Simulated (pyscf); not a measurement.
Four-centre exchange: HB=O + H₂O → O=B–OH + H₂

Gas phase, singlet surface, charge 0. Bonds broken: B1–H3, O4–H5. Bonds formed: B1–O4, H3–H5. PySCF, gas phase, ωB97X-D3(BJ)/def2-SVP geometries.

Transition state (Å):

```xyz
6

B     -0.7858    -0.2789     0.3526
O     -0.1141     0.0216     1.3351
H     -0.9250    -1.4917    -0.2921
O     -1.6022     0.4093    -0.6985
H     -1.3076    -0.7458    -0.9746
H     -1.2304     1.2365    -1.0481
```

One imaginary mode, 1658i cm⁻¹; descent along it reached the two sides named, in the forms told below.

```tsv
bond	change	reactant side (Å)	saddle	product side
B1–H3	breaks	1.185	1.381	2.8
O4–H5	breaks	0.966	1.224	3.1
B1–O4	forms	2.442	1.498	1.327
H3–H5	forms	3.2	1.081	0.760
```

Electronic energies relative to the separated reactants (eV):

```
level                   barrier  reaction energy  reverse barrier
----------------------  -------  ---------------  ---------------
ωB97X-D3(BJ)/def2-TZVP     1.57            -0.68             2.25
PBE/def2-TZVP              1.20            -0.72             1.92
r²SCAN/def2-TZVP           1.30            -0.78             2.08
B3LYP-D3(BJ)/def2-TZVP     1.52            -0.73             2.25
PBE0-D3(BJ)/def2-TZVP      1.34            -0.71             2.05
M06-2X/def2-TZVP           1.51            -0.81             2.31
ωB97M-D3(BJ)/def2-TZVP     1.54            -0.68             2.23
HF/def2-TZVP               2.30            -0.68             2.98
```

With ωB97M-D3(BJ)/def2-TZVP energies and thermal terms (ideal gas, 1 atm, RRHO with modes under 100 cm⁻¹ raised to 100, one conformer, R ln 2 for chiral ones without a mode under 150 cm⁻¹), in eV:

```json
[
 {"T (K)": "298", "ΔH‡": "1.45", "ΔG‡": "1.85", "ΔH": "-0.82", "ΔG": "-0.76"},
 {"T (K)": "600", "ΔH‡": "1.44", "ΔG‡": "2.26", "ΔH": "-0.79", "ΔG": "-0.72"},
 {"T (K)": "900", "ΔH‡": "1.45", "ΔG‡": "2.68", "ΔH": "-0.76", "ΔG": "-0.69"},
 {"T (K)": "1200", "ΔH‡": "1.47", "ΔG‡": "3.08", "ΔH": "-0.75", "ΔG": "-0.67"}
]
```

On the reactant side the descent ends in a complex, 0.20 eV under the separated species and 1.77 eV under the saddle at ωB97X-D3(BJ)/def2-TZVP. The reactants may also form a dative adduct at HB=O; it and routes through it were not searched. The same reactants have a lower exit, to HO–BH–OH (barrier +0.39 eV at ωB97M-D3(BJ)/def2-TZVP, against +1.54 eV here). One saddle was located; it need not be the lowest between these sides.
